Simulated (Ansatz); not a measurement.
System: rock-salt KI. Method: G0W0@PBE (Ansatz, an electronic-structure program, hard PAW, contour deformation).

The same calculation (at the measured cell, 44.090 Å³/atom) with different numerical settings; throughout: k mesh 2×2×2:

```csv
run,response cutoff (eV),empty bands,quasiparticle gap on the mesh (eV),quasiparticle gap at Γ (eV),rough time
1,100,368,5.911,5.911,30 core-s
2,150,676,5.966,5.966,80 core-s
3,200,1040,5.980,5.980,5 core-min
4,250,1454,5.982,5.982,6 core-min
5,300,1911,5.983,5.983,10 core-min
```

In the column quasiparticle gap on the mesh (eV) the first row differs from the last by -0.072 and the next to last by -0.001.

The last row is no converged limit: other settings stay fixed.

Spin–orbit coupling is not included.
